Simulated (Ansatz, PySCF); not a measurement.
Potential energy curve for H₂, singlet.

Methods: UHF/aug-cc-pVDZ (Ansatz, a first-principles code); RKS-BP86/6-31G* = restricted BP86/6-31G*, spherical d (PySCF); FCI = full CI/aug-cc-pVDZ, frozen core (Ansatz); RHF/LANL2DZ = restricted Hartree-Fock/LANL2DZ (PySCF).

Energies are in kJ/mol, each relative to the lowest point of its own curve near equilibrium.

| R / Å | UHF | RKS-BP86/6-31G* | FCI | RHF/LANL2DZ |
|---|---|---|---|---|
| 0.60 | 56.9 | 54.5 | 63.8 | 44.9 |
| 0.64 | 27.5 | 26.6 | 32.6 | 19.6 |
| 0.68 | 10.0 | 9.9 | 13.2 | … |
| 0.70 | 4.8 | 4.9 | 7.1 | 2.0 |
| 0.73 | 0.6 | 0.8 | 1.6 | 0.0 |
| 0.75 | 0.0 | 0.0 | 0.0 | 0.7 |
| 0.78 | … | 1.3 | … | 4.2 |
| 0.80 | 4.5 | 3.7 | 2.1 | 8.0 |
| 0.82 | … | … | 4.9 | 12.7 |
| 0.86 | 18.7 | 16.0 | 13.1 | 24.8 |
| 0.93 | 43.6 | 37.8 | 34.1 | 52.0 |
| 1.01 | 78.9 | 68.6 | 64.4 | 89.1 |
| 1.13 | 139.0 | 120.4 | 115.7 | 151.1 |
| 1.24 | 196.3 | 169.5 | 163.6 | 210.2 |
| 1.32 | 230.6 | 204.7 | 197.0 | 253.0 |
| 1.50 | 281.2 | 279.3 | 264.6 | 346.2 |
| 1.66 | 306.5 | 338.6 | 313.4 | 423.6 |
| 1.87 | 324.4 | 405.7 | 360.9 | 515.9 |
| 2.00 | 330.5 | 441.3 | 381.9 | … |
| 2.24 | 336.7 | 495.9 | 407.6 | 652.5 |
| 2.61 | 340.3 | 556.8 | 426.1 | 758.6 |
| 2.97 | 341.3 | 595.7 | 432.6 | 837.0 |

Problem. What belongs in the gaps?

Solution. 
- 0.68, RHF/LANL2DZ: 5.6
- 0.78, UHF: 1.8
- 0.78, FCI: 0.3
- 0.82, UHF: 8.3
- 0.82, RKS-BP86/6-31G*: 7.0
- 2.00, RHF/LANL2DZ: 567.6

The unrestricted determinant behind UHF is spin-contaminated at 1.24 to 2.97 Å (<S²> up to 1.0, against 0.00 for a pure singlet). The restricted form behind RKS-BP86/6-31G*, RHF/LANL2DZ keeps the bonding electrons paired and can't separate into open-shell fragments.
